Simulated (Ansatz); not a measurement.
A nudged elastic band was laid between two geometries of BH4N + ClH (8 atoms, charge 0, multiplicity 1).

These are results of RKS PBE0-D4/6-31G* (Ansatz 0.2.0), not measurements.

```yaml
movable_images: 7
climbing_image: yes
spring: 5.0 eV/Å²
optimiser: quadratic models (default)
start_path: through a guess of the saddle point
force_threshold: 0.03 eV/Å
iteration_limit: 60
end_points: relaxed
```

First end point:

```xyz
8
Properties=species:S:1:pos:R:3
B -0.834 -0.697 0.400
N -0.453 0.611 0.070
H -1.334 -1.379 -0.446
H -0.611 -1.096 1.507
H 1.417 0.164 -0.534
Cl 2.650 0.077 -0.952
H -0.128 1.274 0.762
H -0.707 1.046 -0.807
```

Last end point:

```xyz
8
Properties=species:S:1:pos:R:3
B 0.001 -0.798 0.185
N -0.186 0.784 -0.170
H -0.568 -1.405 -0.687
H -0.438 -0.944 1.299
H 0.213 0.990 -1.086
Cl 1.844 -1.039 0.121
H 0.304 1.361 0.513
H -1.170 1.051 -0.176
```

(1) Which bonds break or form, and what moves?

(2) Give the energies along the band, and the barrier.

(3) What is the geometry of the highest image?

(4) What are the harmonic wavenumbers there?

Results:

(1) Bonds broken: H5–Cl6. Bonds formed: B1–Cl6, N2–H5. BH4N + ClH becomes BClH5N.

(2) The run converged. The highest image is number 3 of 0 to 8, 0.61 eV above the first end and 1.54 eV above the last; the last end lies 0.93 eV below the first. A vibrational analysis at the climbing image gives one clearly imaginary mode, 1118i cm⁻¹: a first-order saddle point. The orbitals stay closed-shell, which can raise the energy where a bond breaks towards radicals; this wasn't checked here.

```json
{"image": "0", "path coordinate (Å)": "0.00", "energy (eV)": "0.00", "H5–Cl6 (Å)": "1.30", "B1–Cl6 (Å)": "3.82", "N2–H5 (Å)": "2.02"}
{"image": "1", "path coordinate (Å)": "0.54", "energy (eV)": "0.02", "H5–Cl6 (Å)": "1.30", "B1–Cl6 (Å)": "3.51", "N2–H5 (Å)": "2.04"}
{"image": "2", "path coordinate (Å)": "1.08", "energy (eV)": "0.15", "H5–Cl6 (Å)": "1.32", "B1–Cl6 (Å)": "3.03", "N2–H5 (Å)": "1.84"}
{"image": "3", "path coordinate (Å)": "1.62", "energy (eV)": "0.61", "H5–Cl6 (Å)": "1.55", "B1–Cl6 (Å)": "2.59", "N2–H5 (Å)": "1.32"}
{"image": "4", "path coordinate (Å)": "2.10", "energy (eV)": "-0.11", "H5–Cl6 (Å)": "1.87", "B1–Cl6 (Å)": "2.17", "N2–H5 (Å)": "1.07"}
{"image": "5", "path coordinate (Å)": "2.59", "energy (eV)": "-0.78", "H5–Cl6 (Å)": "2.33", "B1–Cl6 (Å)": "1.89", "N2–H5 (Å)": "1.02"}
{"image": "6", "path coordinate (Å)": "3.07", "energy (eV)": "-0.85", "H5–Cl6 (Å)": "2.59", "B1–Cl6 (Å)": "1.86", "N2–H5 (Å)": "1.02"}
{"image": "7", "path coordinate (Å)": "3.56", "energy (eV)": "-0.90", "H5–Cl6 (Å)": "2.70", "B1–Cl6 (Å)": "1.86", "N2–H5 (Å)": "1.02"}
{"image": "8", "path coordinate (Å)": "4.04", "energy (eV)": "-0.93", "H5–Cl6 (Å)": "2.87", "B1–Cl6 (Å)": "1.86", "N2–H5 (Å)": "1.02"}
```

(3) 
```xyz
8
Properties=species:S:1:pos:R:3
B -0.434 -0.695 0.259
N -0.293 0.765 -0.007
H -0.924 -1.362 -0.596
H -0.218 -1.072 1.366
H 0.925 0.441 -0.398
Cl 2.002 -0.644 -0.626
H -0.247 1.399 0.784
H -0.810 1.168 -0.782
```

(4) 1118i, 214, 411, 477, 569, 742, 786, 995, 1058, 1143, 1255, 1292, 1362, 1656, 2678, 2793, 3569, 3669 cm⁻¹.

The run took 2.4 min on 1 thread of Arm Neoverse V1, with other jobs on the host, peak memory 0.12 GiB.
